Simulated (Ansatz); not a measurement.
# C₃H₄S: basis-set convergence

One table from this session's results is given with a row withheld; the runs are named, their logs left out.

Computed with Ansatz 0.2.0, Gaussian basis. Level: one geometry, several basis sets.

Levels to be run: PBE0-D4/def2-SVP; ωB97M-V/def2-SVP; PBE0-D4/def2-QZVPP; ωB97M-V/def2-QZVPP; the functionals' def2-TZVPP values are taken from earlier runs.

## The geometry

The geometry comes from an earlier relaxation with PBE0-D4 in a triple-zeta def2 set; it is a stationary point, not always the lowest conformer.

SMILES `CC=C=S`, 8 atoms, charge 0, spin multiplicity 1.

Atoms are counted from 1 here; the program's logs count them from 0.

Bond lengths: C1–C2 1.500 Å, C1–H5 1.094 Å, C1–H6 1.094 Å, C1–H7 1.090 Å, C2–C3 1.304 Å, C2–H8 1.088 Å, C3–S4 1.555 Å. Angles: C2–C1–H5 110.7°, C2–C1–H6 110.7°, C2–C1–H7 111.2°, H5–C1–H6 107.6°, H5–C1–H7 108.2°, H6–C1–H7 108.2°, C1–C2–C3 124.3°, C1–C2–H8 119.0°, C3–C2–H8 116.7°, C2–C3–S4 179.6°.

The first run:

File in.yaml:

```yaml
crystal:
  periodic: [false, false, false]
  atoms:
    - {symbol: C, position_ang: [-0.395798, 0.898880, -0.192984]}
    - {symbol: C, position_ang: [-0.222191, -0.527287, 0.237562]}
    - {symbol: C, position_ang: [0.892760, -1.196072, 0.134919]}
    - {symbol: S, position_ang: [2.227257, -1.983913, 0.007803]}
    - {symbol: H, position_ang: [-1.171801, 0.980113, -0.959140]}
    - {symbol: H, position_ang: [-0.697407, 1.524161, 0.651894]}
    - {symbol: H, position_ang: [0.530410, 1.301993, -0.601854]}
    - {symbol: H, position_ang: [-1.071130, -1.055174, 0.665999]}
basis:
  gaussian: {orbitals: def2-SVP}
hamiltonian: {xc: pbe0, dispersion: d4}
output: {orbitals: {seedname: orbitals}}
```

Started as:

```sh
ansatz run in.yaml --threads 2 --pin off --events-out ev --progress --plain --max-ram 4352MiB
```

Among the steps run: PBE0-D4 in def2-SVP; ωB97M-V in def2-SVP; PBE0-D4 in def2-QZVPP; ωB97M-V in def2-QZVPP.

One of the session's tables, all rows but one given; the rest of the session is left out.

It belongs to the step «Functionals by basis». 

```
functional       basis  HOMO (eV)  LUMO (eV)
   PBE0-D4    def2-SVP      -6.14      -1.86
   PBE0-D4  def2-TZVPP          ?          ?
   PBE0-D4  def2-QZVPP      -6.25      -2.05
   ωB97M-V    def2-SVP      -8.15       0.39
   ωB97M-V  def2-TZVPP      -8.26       0.17
   ωB97M-V  def2-QZVPP      -8.29       0.09
```

Estimate the missing values for PBE0-D4, def2-TZVPP.

**Answer.** HOMO (eV): -6.23; LUMO (eV): -2.00. In the column «HOMO (eV)» it lies between PBE0-D4, def2-QZVPP (-6.25) and PBE0-D4, def2-SVP (-6.14).
